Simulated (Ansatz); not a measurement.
The input, for Ansatz 0.2.0:

```yaml
crystal:
  periodic: [false, false, false]
  atoms:
    - {symbol: Al, position_ang: [0.066489, 0.007473, 1.942518]}
    - {symbol: C, position_ang: [-0.098385, 0.205471, -0.008327]}
    - {symbol: P, position_ang: [-0.021765, -0.124480, -1.620926]}
    - {symbol: H, position_ang: [0.061344, 1.176796, -2.089358]}
basis:
  gaussian: {orbitals: STO-3G, point_charges: [{charge: 0.50, position_ang: [4.636, 0.203, 0.762]}]}
magnetization: {spin_polarized: false, initial_magnetization: 1}
correlation: {method: sc_nevpt2, electrons: outside_noble_gas, active_space: {window: {electrons: 1, orbitals: 2}, states: [{multiplicity: 2, weights: [1, 0.5, 1]}]}}
```

```sh
$ ansatz run in.yaml --threads 1 --pin off --events-out ev --progress --plain --max-ram 2393MiB
```

The program prints:

```
417 factors; integrals over basis functions are off by at most 2.7e-8 eV
mean field evaluation 1: about -16699.6539 eV, gradient 1.2e1 eV
mean field evaluation 2: about -16699.6851 eV, gradient 1.2e1 eV
mean field evaluation 4: about -16700.7525 eV, gradient 2.3e0 eV
mean field evaluation 8: about -16700.8008 eV, gradient 1.2e-2 eV
mean field evaluation 16: about -16700.7546 eV, gradient 2.2e0 eV
mean field -16700.80082455 eV, -613.7431100929 hartree, gradient 2.9e-6 eV, S^2 0.750000; 2 other end points of the search recorded, 0 dependent functions left out
reference -16700.80082455 eV, -613.7431100929 hartree; 18, 17 occupied and 6, 7 virtual orbitals, 417 factors
Error: 3 states are sought, and the space of determinants holds 2 states of this symmetry and spin
```

The run gave no result to rely on (stopped by an error).

Ran on 1 thread of AMD EPYC 9R45, shared host: 0.15 s wall, 0.08 GiB peak host memory.
